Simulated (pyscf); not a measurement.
# Four-centre exchange: HO–Nb(F)(F)(F)–F (SMILES [OH][Nb]([F])([F])([F])[F]) + H₂ (SMILES [H][H]) → HO–NbH(F)(F)–F (SMILES [OH][NbH]([F])([F])[F]) + HF (SMILES F)

Gas phase, singlet surface, charge 0. Bonds broken: Nb2–F3, H8–H9. Bonds formed: Nb2–H8, F3–H9. Structures and frequencies: ωB97X-D3(BJ)/def2-SVP in PySCF.

Transition state (Å):

```xyz
9

O     -1.5612    -0.6849     1.0268
Nb    -0.1636    -0.0847    -0.0279
F     -0.9165     1.9389     0.1621
F     -0.9865     0.0231    -1.6696
F      1.4579     0.7323    -0.4517
F      0.6963    -1.7168    -0.0032
H     -2.0383    -0.7377     1.8602
H      0.2183     0.8911     1.5874
H     -0.3190     1.6285     1.0823
```

One imaginary mode, 828i cm⁻¹; descent along it reached the two sides named, in the forms told below.

```tsv
bond	change	reactant side (Å)	saddle	product side
Nb2–F3	breaks	1.861	2.167	2.426
H8–H9	breaks	0.761	1.043	1.871
Nb2–H8	forms	2.7	1.925	1.768
F3–H9	forms	2.435	1.140	0.936
```

Electronic energies relative to the separated reactants (eV):

```json
[
 {"level": "ωB97X-D3(BJ)/def2-TZVP", "barrier": "1.45", "reaction energy": "+1.43", "reverse barrier": "0.02"},
 {"level": "PBE/def2-TZVP", "barrier": "1.32", "reaction energy": "+1.46", "reverse barrier": "-0.15"},
 {"level": "r²SCAN/def2-TZVP", "barrier": "1.37", "reaction energy": "+1.58", "reverse barrier": "-0.21"},
 {"level": "B3LYP-D3(BJ)/def2-TZVP", "barrier": "1.46", "reaction energy": "+1.44", "reverse barrier": "0.02"},
 {"level": "PBE0-D3(BJ)/def2-TZVP", "barrier": "1.34", "reaction energy": "+1.36", "reverse barrier": "-0.01"},
 {"level": "M06-2X/def2-TZVP", "barrier": "1.45", "reaction energy": "+1.34", "reverse barrier": "0.11"},
 {"level": "ωB97M-D3(BJ)/def2-TZVP", "barrier": "1.45", "reaction energy": "+1.36", "reverse barrier": "0.09"},
 {"level": "HF/def2-TZVP", "barrier": "2.00", "reaction energy": "+1.26", "reverse barrier": "0.74"}
]
```

With ωB97M-D3(BJ)/def2-TZVP energies and thermal terms (ideal gas, 1 atm, RRHO with modes under 100 cm⁻¹ raised to 100, one conformer, R ln 2 for chiral ones without a mode under 150 cm⁻¹), in eV:

| T (K) | ΔH‡ | ΔG‡ | ΔH | ΔG |
|---|---|---|---|---|
| 298 | 1.50 | 1.87 | +1.46 | +1.38 |
| 600 | 1.45 | 2.26 | +1.43 | +1.30 |
| 900 | 1.44 | 2.67 | +1.41 | +1.24 |
| 1200 | 1.44 | 3.08 | +1.39 | +1.19 |

On the product side the descent ends in an adduct with a F–Nb contact, 0.22 eV under the separated species and 0.24 eV under the saddle at ωB97X-D3(BJ)/def2-TZVP. At PBE, r²SCAN, PBE0-D3(BJ) the saddle lies under the separated products, which points to a path from their complex (located at ωB97X-D3(BJ) alone), and parting the products costs more than the saddle. What is counted as broken (F–Nb) persists as a longer contact in the product adduct; parting that adduct is a step of its own. At the saddle there is also a short H–Nb contact that neither side keeps. This is the saddle that the search found; another between the same sides may lie lower. Elements past Kr carry the def2 core potentials, without spin-orbit coupling.
